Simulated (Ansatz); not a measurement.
`COCN`, charge 0, multiplicity 1.

**Question.** Give a relaxed structure at PBE0-D4/def2-TZVP (Ansatz 0.2.0). (An estimate is asked.)

**Answer.** Computed: 
Cartesian coordinates in Å:
```
C -0.692 0.383 1.211
O 0.437 -0.371 0.869
C 0.450 -0.790 -0.483
N 0.653 0.221 -1.471
H -1.622 -0.157 0.979
H -0.652 0.565 2.285
H -0.719 1.355 0.700
H 1.267 -1.510 -0.539
H -0.492 -1.307 -0.711
H 1.497 0.750 -1.295
H -0.126 0.860 -1.546
```
This is one stationary point; other conformers may exist.
